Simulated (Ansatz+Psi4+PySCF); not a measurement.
Two shapes of doublet HNO(+).

Shape 1:

```xyz
3

N     0.0000    0.0074   -0.0060
H     0.0000    0.8513    0.6194
O     0.0000   -0.9806    0.7112
```

Shape 2:

```xyz
3

N    -0.0143    0.0032    0.0074
H    -0.0122    0.8363    0.6241
O     0.0131   -0.9667    0.7051
```

Basis set: cc-pVTZ (spherical functions). Left uncorrelated: 2 orbitals. Correlation on ROHF uses semicanonical orbitals with singles. Charge 1, multiplicity 2.

Computed with Ansatz (development build ahead of 0.2.0) and Psi4 1.11; each method stands on the lowest determinant of its kind that the runs found.

Problem. Which shape is lower in energy, and by how much in each method?

Solution.

```
  method  E(2) − E(1) (eV)
    ROHF            -0.197
     UHF            -0.146
ROHF-MP2            -0.249
 UHF-MP2            -0.290
```

Shape 2 is lower. Caution for UHF, UHF-MP2: the unrestricted determinant is spin contaminated.
